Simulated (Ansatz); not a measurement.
**AlBH₄O: functionals against CCSD(T) at one geometry**

One table from this session's results is given with a row withheld; the runs are named, their logs left out.

Computed with Ansatz 0.2.0, Gaussian basis. Level: single points in def2-TZVPP.

Cores are frozen in the correlated methods.

**Where the work starts**

7 atoms, charge 0, spin multiplicity 1.

Atoms are counted from 1 here; the program's logs count them from 0.

Bond lengths: B1–O2 1.273 Å, B1–H4 1.180 Å, B1–H5 1.341 Å, O2–Al3 1.891 Å, Al3–H6 1.366 Å, Al3–H7 1.385 Å. Angles: O2–B1–H4 119.3°, O2–B1–H5 117.7°, H4–B1–H5 122.3°, B1–O2–Al3 175.9°, O2–Al3–H6 116.1°, O2–Al3–H7 110.9°, H6–Al3–H7 132.7°.

Geometry (Å):

```mol
AlBH4O
  3D, bonds by distance, orders not assigned

  7  6  0  0  0  0  0  0  0  0999 V2000
   -1.3002    0.4240   -0.7416 B   0  0
   -0.2529   -0.0101   -0.1632 O   0  0
    1.3123   -0.5363    0.7592 Al  0  0
   -1.7768   -0.2042   -1.6194 H   0  0
   -1.6953    1.6736   -0.4591 H   0  0
    1.7919    0.3476    1.6844 H   0  0
    1.8007   -1.7337    0.2620 H   0  0
  1  2  8  0
  1  4  8  0
  1  5  8  0
  2  3  8  0
  3  6  8  0
  3  7  8  0
M  END
```

The first run:

run/in.yaml

```yaml
crystal:
  periodic: [false, false, false]
  atoms:
    - {symbol: B, position_ang: [-1.300200, 0.424000, -0.741600]}
    - {symbol: O, position_ang: [-0.252900, -0.010100, -0.163200]}
    - {symbol: Al, position_ang: [1.312300, -0.536300, 0.759200]}
    - {symbol: H, position_ang: [-1.776800, -0.204200, -1.619400]}
    - {symbol: H, position_ang: [-1.695300, 1.673600, -0.459100]}
    - {symbol: H, position_ang: [1.791900, 0.347600, 1.684400]}
    - {symbol: H, position_ang: [1.800700, -1.733700, 0.262000]}
basis:
  gaussian: {orbitals: def2-TZVPP}
correlation: {method: ccsd_t}
output: {forces: true}
```

No record of the launch command was kept for these runs.

Steps of the session up to this table: CCSD(T)/def2-TZVPP; PBE0-D4/def2-TZVPP; wB97M-V/def2-TZVPP; r2SCAN-D4/def2-TZVPP; PBE-D4/def2-TZVPP; r2SCANh-D4/def2-TZVPP; r2SCAN0-D4/def2-TZVPP.

One of the session's tables, all rows but one given; the rest of the session is left out.

```
    method  RMS force component (eV/Å)  angle to CCSD(T) forces (°)  dipole (D)
   CCSD(T)                       2.594                    reference        3.59
   PBE0-D4                       2.508                          3.1        3.64
   wB97M-V                       2.474                          1.3        3.67
 r2SCAN-D4                           ?                            ?           ?
    PBE-D4                       2.521                          2.4        3.65
r2SCANh-D4                       2.520                          2.8        3.62
r2SCAN0-D4                       2.510                          3.8        3.62
```

**Question.** Estimate the row for r2SCAN-D4.

Worked estimate for «RMS force component (eV/Å)». Against the share of exact exchange, r2SCANh-D4 (0.1, 2.520), r2SCAN0-D4 (0.25, 2.510) give a slope of -0.067 per unit share; at 0 the line stands at 2.527.

As computed: RMS force component (eV/Å): 2.527; angle to CCSD(T) forces (°): 2.2; dipole (D): 3.62. In «RMS force component (eV/Å)» the line misses by 0.000.
